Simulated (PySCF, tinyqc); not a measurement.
Inside a calculation. Method: FCI on RHF in the sto-3g basis, frozen core, for HF, spin multiplicity 1. The lowest restricted solution is unstable here: a spin-polarised one lies 0.0282 hartree lower (PySCF). One step of it, computed by the program tinyqc.

Problem. FCI: determinants and Hamiltonian. Slater-Condon rules over spin orbitals, with the nuclear repulsion and the energy of the frozen orbital added and E(HF) subtracted on the diagonal. Only determinants linked to the reference directly or through others are kept (one block of an abelian symmetry group), so some states are absent.

one-electron integrals dressed by the frozen orbital, h + 2 (pq|11) - (p1|1q) (hartree), lower triangle:
```
           2          3          4          5          6
2  -6.711133
3   0.000000  -6.069701
4   0.000000   0.000000  -6.069701
5   0.234524   0.000000   0.000000  -4.839650
6   0.402847   0.000000   0.000000   1.529174  -4.274884
```

energy of the frozen orbital, 2 h_11 + (11|11) = -75.41124564 hartree

Two-electron integrals over orbitals (pq|rs), unique and non-zero (hartree); the lowest 1 orbital is frozen and left out:
```
(22|22) 0.880632    (32|32) 0.191493    (33|22) 0.900127    (33|33) 0.997514
(42|42) 0.191493    (43|43) 0.053770    (44|22) 0.900127    (44|33) 0.889973
(44|44) 0.997514    (52|22) -0.044793   (52|33) -0.056680   (52|44) -0.056680
(52|52) 0.124722    (53|32) -0.022156   (53|53) 0.032291    (54|42) -0.022156
(54|54) 0.032291    (55|22) 0.666329    (55|33) 0.652207    (55|44) 0.652207
(55|52) -0.007325   (55|55) 0.647900    (62|22) -0.067972   (62|33) -0.068146
(62|44) -0.068146   (62|52) -0.084430   (62|55) -0.019445   (62|62) 0.091294
(63|32) -0.022826   (63|53) -0.024025   (63|63) 0.028213    (64|42) -0.022826
(64|54) -0.024025   (64|64) 0.028213    (65|22) -0.260706   (65|33) -0.263774
(65|44) -0.263774   (65|52) 0.069052    (65|55) -0.085148   (65|62) 0.028212
(65|65) 0.250975    (66|22) 0.623188    (66|33) 0.609903    (66|44) 0.609903
(66|52) 0.037056    (66|55) 0.632769    (66|62) -0.046699   (66|65) -0.029957
(66|66) 0.654397
```

nuclear repulsion = 3.42140438 hartree

Hartree-Fock energy = -98.45489922 hartree

Give: determinants; H - E(HF) between determinants.

Solution.

Occupation strings over the orbitals (2 doubly, a alpha, b beta, 0 empty; spin orbitals ordered 1a 1b 2a 2b ...): 222220 2222ab 2a222b 2222ba 2b222a 222202 2a22b2 222022 220222 2b22a2 202222

H - E(HF) between determinants (hartree), lower triangle:
```
        222220  2222ab  2a222b  2222ba  2b222a  222202  2a22b2  222022
222220   0.000
2222ab   0.000   0.336
2a222b   0.000  -0.009   1.151
2222ba   0.000  -0.251  -0.028   0.336
2b222a   0.000  -0.028  -0.091  -0.009   1.151
222202   0.251   0.055  -0.069  -0.055   0.069   0.708
2a22b2  -0.028   0.069  -0.231  -0.027   0.084   0.053   1.552
222022   0.028   0.024   0.023  -0.024  -0.023   0.032   0.022   0.755
220222   0.028   0.024   0.023  -0.024  -0.023   0.032   0.022   0.054
2b22a2   0.028  -0.027   0.084   0.069  -0.231  -0.053  -0.125  -0.022
202222   0.091   0.084   0.021  -0.084  -0.021   0.125   0.091   0.191

        220222  2b22a2  202222
220222   0.755
2b22a2  -0.022   1.552
202222   0.191  -0.091   2.591
```
